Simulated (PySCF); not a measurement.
formic acid cation (CH2O2), SMILES O=CO (connectivity only; charge and spin as stated), charge +1, multiplicity 2. Atoms are numbered in the order given.

```xyz
5

O      0.0821     1.0903     0.0000
C     -0.3966    -0.0862     0.0000
O      0.2693    -1.1443     0.0000
H      1.0632     1.1586     0.0000
H     -1.4945    -0.2087     0.0000
```
Charge +1, spin multiplicity 2.

Geometry optimised at B3LYP-D3(BJ)/def2-TZVP. The multiplicity is an assumed one; other spin states were not compared. The values are those of a single conformer.

Two levels are set side by side: PBE/pcH-1 (PySCF) and B3LYP/pcH-1 (PySCF). Contact hyperfine couplings, same geometry. Differences are taken from unrounded values.

| quantity | PBE |
|---|---|
| A(iso) of 17O, atom O1 (MHz) | 0.3 |
| A(iso) of 13C, atom C2 (MHz) | -34.4 |
| A(iso) of 17O, atom O3 (MHz) | -28.5 |
| A(iso) of 1H, atom H4 (MHz) | -5.5 |
| A(iso) of 1H, atom H5 (MHz) | 194.2 |

Problem. These are the PBE values. What does B3LYP give? (Estimate from the structure and the level; the computed values follow.)

Solution. 
```csv
quantity,B3LYP,PBE minus B3LYP
"A(iso) of 17O, atom O1 (MHz)",-2.6,3.0
"A(iso) of 13C, atom C2 (MHz)",-43.4,9.1
"A(iso) of 17O, atom O3 (MHz)",-50.8,22.4
"A(iso) of 1H, atom H4 (MHz)",-4.9,-0.5
"A(iso) of 1H, atom H5 (MHz)",184.7,9.5
```

Rough cost on one machine, each run with all the roots and properties that it gave: B3LYP against PBE within a factor of 2.
